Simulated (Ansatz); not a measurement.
For zinc-blende BAs, PBE-D3(BJ) (Ansatz, an electronic-structure program, plane waves, PAW) gives:

```
Quantity                              Result
------------------------------  ------------
equilibrium lattice constant a       4.764 Å
bulk modulus B0                      139 GPa
cohesive energy                 4.96 eV/atom
band gap                             1.18 eV
```

What does HSE06-D3(BJ) (plane waves, PAW; Ansatz) give for the same quantities?


- lattice constant a: 4.724 Å (falls by 0.8 %)
- bulk modulus: 154 GPa (rises by 11 %)
- cohesive energy: 4.98 eV/atom (stays essentially unchanged)
- band gap: 1.79 eV (increases by 0.61 eV)

For comparison: lattice constant a 4.777 Å (measured, room temperature, not corrected to a static lattice; as tabulated in Lucero et al. (2012), arXiv:1111.4515); bulk modulus 142 GPa (measured, temperature not stated, not corrected to a static lattice; as tabulated in PMC11618452 (zinc blende boron arsenide), quoting Tian et al.); band gap 1.82 eV (measured, room temperature, no zero-point or thermal correction, indirect, absorption edge, our sources range from 1.50 to 1.82; as tabulated in Kang et al. (2019), arXiv:1911.11281).

Changes are worked out from the printed values.

Unless a cell is named, each level is at its own relaxed cell (PBE-D3(BJ) 13.52, HSE06-D3(BJ) 13.18 Å³/atom).

Spin–orbit coupling is included only where a level's name says +SOC; with heavier elements it mostly lowers gaps and can invert bands. Density-functional gaps are differences of (generalised) Kohn–Sham levels.

Ansatz's density-functional and Hartree–Fock values are scalar-relativistic unless marked +SOC, with PAW data made under PBE.
